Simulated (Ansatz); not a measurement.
Cohesive energy (eV/atom) of solids drawn from the class of silicides and borides, at two levels: PBE in Ansatz (PAW), and r²SCAN (PAW; Ansatz, a quantum-chemistry and plane-wave program).

```json
[
 {"solid": "CaB6-type CaB6", "PBE": "6.04", "r²SCAN": "6.08", "shift (eV/atom)": "+0.04"},
 {"solid": "AlB2-type HfB2", "PBE": "7.31", "r²SCAN": "7.32", "shift (eV/atom)": "+0.01"},
 {"solid": "AlB2-type ZrB2", "PBE": "7.25", "r²SCAN": "7.09", "shift (eV/atom)": "-0.16"},
 {"solid": "AlB2-type MgB2", "PBE": "4.80", "r²SCAN": "4.88", "shift (eV/atom)": "+0.08"},
 {"solid": "C11b MoSi2", "PBE": "5.64", "r²SCAN": "5.46", "shift (eV/atom)": "-0.18"},
 {"solid": "C11b WSi2", "PBE": "6.18", "r²SCAN": "6.08", "shift (eV/atom)": "-0.10"},
 {"solid": "A15 Mo3Si", "PBE": "6.19", "r²SCAN": "5.72", "shift (eV/atom)": "-0.47"},
 {"solid": "B20 (FeSi-type) MnSi", "PBE": "4.68", "r²SCAN": "4.28", "shift (eV/atom)": "-0.40"},
 {"solid": "AlB2-type TiB2", "PBE": "6.99", "r²SCAN": "6.80", "shift (eV/atom)": "-0.19"}
]
```

The shifts run from -0.47 eV/atom to +0.08 eV/atom, with a median of -0.16 eV/atom.

Over all 9 rows r²SCAN is the larger in 3.

Ansatz's runs of these crystals have no spin polarisation, but for B20 (FeSi-type) MnSi. A magnetic state wasn't tried for AlB2-type TiB2 with meta-GGA or hybrid levels, which favour moments.

Density-functional runs with spin start from parallel moments for B20 (FeSi-type) MnSi.

Spin–orbit coupling is left out, also for the solids with elements from indium on (AlB2-type HfB2, C11b WSi2); its size isn't shown.

Free atoms are spin-polarised, in the lowest state found; at levels without +SOC their spin–orbit coupling is left out. Each level is taken at its own relaxed cell. Ansatz's density-functional and Hartree–Fock values are scalar-relativistic unless marked +SOC, with PAW data made under PBE.
